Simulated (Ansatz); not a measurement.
Structure relaxation of Sr

Theory: Ansatz 0.2.0, DFT PBEsol, scalar-relativistic, plane waves, PAW. Cutoff 420 eV, Γ-centred k mesh, Gaussian smearing, no spin polarisation in the final step.

The start puts Sr on the beta-tungsten (A15) structure type (Pm-3n, No. 223), at a guessed volume.

```
CELL_PARAMETERS angstrom
7.73751 0.00000 0.00000
0.00000 7.73751 0.00000
0.00000 0.00000 7.73751
ATOMIC_POSITIONS crystal
Sr 0.50000 0.50000 0.50000
Sr 0.00000 0.00000 0.00000
Sr 0.25000 0.00000 0.50000
Sr 0.50000 0.25000 0.00000
Sr 0.50000 0.75000 0.00000
Sr 0.75000 0.00000 0.50000
Sr 0.00000 0.50000 0.75000
Sr 0.00000 0.50000 0.25000
```

Cell and atoms relax at zero pressure; the relaxation can't lower the symmetry of the start.

Energies count from the standard state of Sr at the same level.

Q: What does it relax into?

A: It keeps Pm-3n (No. 223). The result has the beta-tungsten (A15) structure. Conventional cell: a = 7.486 Å. Sr on Wyckoff site a (2 atoms of the primitive cell) is coordinated by 12 Sr at 4.18 Å; Sr on Wyckoff site c (6 atoms of the primitive cell) has 2 Sr at 3.74 Å, 4 Sr at 4.18 Å and 8 Sr at 4.58 Å.

Space group Pm-3n (No. 223). a = 7.486 Å, b = 7.486 Å, c = 7.486 Å, α = 90.00°, β = 90.00°, γ = 90.00°
```csv
atom,site,symmetry,x,y,z
Sr,2a,m-3.,0.5000,0.5000,0.5000
Sr,6c,-4m.2,0.2500,0.0000,0.5000
```

Q: What are its volume, energy, density and gap?

A: The volume per atom is 52.43 Å³, the density is 2.77 g/cm³ and the energy over the standard structure is 0.03 eV/atom. The gap on the 6×6×6 mesh is 0 eV (a metal).

The final run used a 6×6×6 mesh on its 8-atom cell and 0.10 eV smearing. For metals, differences of a few meV/atom aren't resolved. Symmetry constrained the relaxation, so the result can be a saddle point. The steps took about 2.4 core-minutes in all.

This form isn't the element's structure at ambient conditions.